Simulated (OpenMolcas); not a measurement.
**One shape, several levels: SF2 (sulfur difluoride)**

We compute a comparison of 6 runs (B2PLYP/def2-TZVP, BHLYP/def2-TZVP, M06-2X/def2-TZVP, PBE/def2-TZVP, revPBE/def2-TZVP, CCSD(T)/def2-TZVP) of SF2 (sulfur difluoride). 

The calculation is run with OpenMolcas 26.06.

## (1) The system as given

SF2 has 3 atoms, charge 0, and is taken as a singlet. As SMILES, `FSF`. The coordinates come from a PBE0-D4/def2-TZVP relaxation.

Bond lengths: F1–S2 1.590 Å, S2–F3 1.590 Å. Angles: F1–S2–F3 98.6°.

## (2) The energy at B2PLYP/def2-TZVP (run 1)

Contents of mol.xyz:

```xyz
3

F      0.440140     1.116450     0.365400
S     -0.601990     0.126530    -0.315250
F      0.161840    -1.242970    -0.050150
```

Contents of calc.inp:

```
&GATEWAY
 BasLib
 $CurrDir
 Coord
 mol.xyz
 Basis
 def2-TZVP
 Group
 NoSym

&SEWARD
 GridInput
 Grid=UltraFine
 End of Grid

&SCF
 KSDFT
 B2PLYP_SCF
 Thresholds
 1e-10 1e-07 1e-07 1e-05
 PrOrbitals
 0

&MBPT2
 Frozen
 7
```

The basis set def2-TZVP is read from a file made from the Basis Set Exchange's data (not shown).

Launch:

```console
$ export MOLCAS_MEM=1860
$ pymolcas calc.inp > calc.log
```

What it wrote:

```text
--- Start Module: gateway ---
[...]
--- Stop Module: gateway /rc=_RC_ALL_IS_WELL_ ---
[...]
      Basis functions           99
[...]
--- Start Module: scf ---
[...]
       Convergence after  13 Iterations
[...]
::    Total KS-DFT energy                            -597.4822556795
[...]
      Total spin, S                                     0.0000000000
[...]
      Total electronic charge=   34.000000
      Total            charge=   -0.000000
[...]
      Dipole Moment (debye):
      Origin of the operator (angstrom)=   -0.1116    0.0235   -0.0585
                   X= -1.1127E+00               Y=  2.3384E-01               Z= -5.8269E-01           Total=  1.2776E+00
      Quadrupole Moment (debye*angstrom):
[...]
--- Stop Module: scf /rc=_RC_ALL_IS_WELL_ ---
[...]
--- Start Module: mbpt2 ---
[...]
 ###    WARNING: MP2 implementation intended for RHF references only         ###
 ###############################################################################
MBPT2 WARNING: Reference function according to RunFile:KS-DFT
I'll assume you know what you're doing and continue
WARNING!
Default frozen orbitals as non valence orbitals is overwritten by user input.
Default values:   7
[...]
       Reference weight ( Cref**2 )         =        0.80367
::    Total MBPT2 energy                             -598.2852360616
[...]
      Total MBPT2 calculations                           0.35      0.39
--- Stop Module: mbpt2 /rc=_RC_ALL_IS_WELL_ ---
[...]
```

Wall time 17 s (1 thread of Arm Neoverse V1, shared host); peak memory 0.55 GiB.

## (3) Energy and gradient at BHLYP/def2-TZVP (run 2)

Contents of test.inp:

```
&GATEWAY
  BasLib=$CurrDir
  Coord
  3
  angstrom
  F        0.440140       1.116450       0.365400
  S       -0.601990       0.126530      -0.315250
  F        0.161840      -1.242970      -0.050150
  Basis=def2-TZVP
  Group=NoSym

&SEWARD
  GridInput
  Grid=UltraFine
  End of Grid

&SCF
  KSDFT=HYB_GGA_XC_BHANDHLYP
  Thresholds=1e-10 1e-07 1e-07 1e-05
  PrOrbitals=1 1

&ALASKA
```

The basis set def2-TZVP is read from a file made from the Basis Set Exchange's data (not shown).

Launch:

```console
$ export MOLCAS_MEM=1860
$ pymolcas test.inp > test.log
```

What it wrote:

```text
--- Start Module: gateway ---
[...]
--- Stop Module: gateway /rc=_RC_ALL_IS_WELL_ ---
[...]
      Basis functions           99
[...]
--- Start Module: scf ---
[...]
       Convergence after  12 Iterations
[...]
::    Total KS-DFT energy                            -597.8503008240
[...]
      Total spin, S                                     0.0000000000
[...]
      Total electronic charge=   34.000000
      Total            charge=   -0.000000
[...]
      Dipole Moment (debye):
      Origin of the operator (angstrom)=   -0.1116    0.0235   -0.0585
                   X= -1.1180E+00               Y=  2.3495E-01               Z= -5.8546E-01           Total=  1.2837E+00
      Quadrupole Moment (debye*angstrom):
[...]
--- Stop Module: scf /rc=_RC_ALL_IS_WELL_ ---
[...]
--- Start Module: alaska ---
[...]
 *              Molecular gradients               *
 **************************************************
  Irreducible representation: a
 ------------------------------------------------------------------------------------------
                              X                       Y                       Z
 ------------------------------------------------------------------------------------------
  F1                5.41052252660101E-03    6.84928484657732E-03    3.72458874888437E-03
  S2               -8.98107949331362E-03    1.88523264449758E-03   -4.70350675720788E-03
  F3                3.57055696674724E-03   -8.73451749112775E-03    9.78918008315510E-04
 ------------------------------------------------------------------------------------------
--- Stop Module: alaska /rc=_RC_ALL_IS_WELL_ ---
[...]
```

Wall time 20 s (1 thread of Arm Neoverse V1, shared host); peak memory 0.55 GiB.

Runs 3 to 5 aren't shown in full; the table further down has their settings and results.

## (4) A single-point energy at CCSD(T)/def2-TZVP (Cholesky decomposition) (run 6)

Contents of test.inp:

```
&gateway
baslib=$CurrDir
coord
3
angstrom
F        0.440140       1.116450       0.365400
S       -0.601990       0.126530      -0.315250
F        0.161840      -1.242970      -0.050150
basis=def2-TZVP
group=NoSym
&seward
high
&scf
thresholds=1e-10 1e-07 1e-07 1e-05
prorbitals=1 1
&chcc
frozen=7
threshold=1e-08
maxiterations=80
&cht3
frozen=7
```

The basis set def2-TZVP is read from a file made from the Basis Set Exchange's data (not shown).

Launch:

```console
$ export MOLCAS_MEM=1860
$ pymolcas test.inp > test.log
```

What it wrote:

```text
--- Start Module: gateway ---
[...]
--- Stop Module: gateway /rc=_RC_ALL_IS_WELL_ ---
[...]
      Basis functions           99
[...]
       Convergence after  14 Iterations
[...]
::    Total SCF energy                               -596.4496198147
[...]
      Total spin, S                                     0.0000000000
[...]
      Total electronic charge=   34.000000
      Total            charge=   -0.000000
[...]
      Dipole Moment (debye):
      Origin of the operator (angstrom)=   -0.1116    0.0235   -0.0585
                   X= -1.2410E+00               Y=  2.6082E-01               Z= -6.4991E-01           Total=  1.4250E+00
      Quadrupole Moment (debye*angstrom):
[...]
--- Start Module: chcc ---
[...]
--- Stop Module: chcc /rc=_RC_ALL_IS_WELL_ ---
[...]
--- Start Module: cht3 ---
[...]
--- Stop Module: cht3 /rc=_RC_ALL_IS_WELL_ ---
[...]
```

It took 3.2 min on 1 thread of Arm Neoverse V1, shared host; peak memory 0.15 GiB.

## (5) Overview of the runs

| run | level | task | frozen core orbitals | energy (Eh) | dipole moment (D) of the reference | HOMO energy (eV) | LUMO energy (eV) | wall time |
| --- | --- | --- | --- | --- | --- | --- | --- | --- |
| 1 | B2PLYP/def2-TZVP | energy | 7 | -597.699060 | 1.28 | -8.56 | -0.12 | 17 s |
| 2 | BHLYP/def2-TZVP | gradient | – | -597.850301 | 1.28 | -8.62 | -0.49 | 20 s |
| 3 | M06-2X/def2-TZVP | gradient | – | -597.841641 | 1.22 | -8.61 | -0.59 | 24 s |
| 4 | PBE/def2-TZVP | gradient | – | -597.580689 | 0.90 | -5.65 | -2.75 | 21 s |
| 5 | revPBE/def2-TZVP | gradient | – | -597.793716 | 0.88 | -5.59 | -2.65 | 22 s |
| 6 | CCSD(T)/def2-TZVP (Cholesky decomposition) | energy | 7 | -597.155008 | 1.42 | -10.78 | 2.48 | 3.2 min |

## (6) Summary of results

```
                                          quantity          value
                               run 6: total energy  -597.15501 Eh
         run 6: dipole moment (mean-field density)         1.42 D
        run 6: HOMO energy (Hartree–Fock orbitals)      -10.78 eV
        run 6: LUMO energy (Hartree–Fock orbitals)        2.48 eV
      run 6: HOMO–LUMO gap (Hartree–Fock orbitals)       13.26 eV
run 6: correlation energy (7 core orbitals frozen)     -705.4 mEh
                             run 6: (T) correction     -23.71 mEh
```

In words: Over runs 1, 2, 3, 4, 5 the dipole moment (its size) runs from 0.88 D (revPBE/def2-TZVP) to 1.28 D (BHLYP/def2-TZVP). Over runs 1, 2, 3, 4, 5 the HOMO–LUMO gap runs from 2.90 eV (PBE/def2-TZVP) to 8.44 eV (B2PLYP/def2-TZVP). A double hybrid's value is that of its SCF part. For B2PLYP the log adds the whole second-order term; the table takes 0.27 of it, as the functional is defined. Totals of different functionals can't be ranked against each other. All runs together took 5 min, the longest 3.2 min.
